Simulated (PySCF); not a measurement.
# The bond of OH+, level by level

The task here is to estimate one member of a computed series from the others.

Method: H def2-TZVPPD, O def2-TZVPPD, no relativity; program: PySCF 2.14.0.

The first run:

A driver script around PySCF takes these settings:

```
atoms                         : H, O
charge                        : 1
basis                         : H def2-TZVPPD, O def2-TZVPPD
Hamiltonian                   : no relativity
basis functions               : 57
electrons treated             : 8
masses in u                   : 1.0078, 15.9949
levels                        : PBE0, PBE, r²SCAN, r²SCANh, r²SCAN0, BHandHLYP, LDA, M06-L, LC-ωPBE, HF, MP2, SCS-MP2, CCSD, CCSD(T)
grid                          : 80 radial by 434 angular points
occupations                   : held fixed by the projection of orbital angular momentum
dissociation limit            : H+ + O, each in its ground configuration
starting distance in angstrom : 1.020
values of 2S to try           : 0, 2
```

Launch:

```
OMP_NUM_THREADS=1 python dia.py task.json out
```

Steps of the session up to this table: The job; The PBE0 curve of the state that the search chose; Higher solutions at PBE0; PBE (GGA); r²SCAN (meta-GGA); r²SCANh (hybrid meta-GGA); r²SCAN0 (hybrid meta-GGA); BHandHLYP (global hybrid GGA); LDA; M06-L; LC-ωPBE; UHF; MP2 and coupled cluster.

One of the session's tables, all rows but one given; the rest of the session is left out.

```
      level  Re (Å)  ωe (cm⁻¹)  De (eV)
        UHF   1.008       3352     5.22
    UHF-MP2   1.023       3199     5.22
UHF-SCS-MP2   1.023       3197     5.25
   UHF-CCSD   1.028       3138     5.27
UHF-CCSD(T)   1.030       3113     5.27
        LDA   1.056       2900     5.02
        PBE   1.048       2953     5.19
     r²SCAN   1.035       3058     5.26
      M06-L       ?          ?        ?
    r²SCANh   1.031       3099     5.25
       PBE0   1.032       3105     5.21
    r²SCAN0   1.026       3158     5.23
  BHandHLYP   1.022       3195     5.11
    LC-ωPBE   1.035       3110     5.15
```

Estimate the missing values for M06-L.

The run gave: Re (Å): 1.031; ωe (cm⁻¹): 3145; De (eV): 5.37.
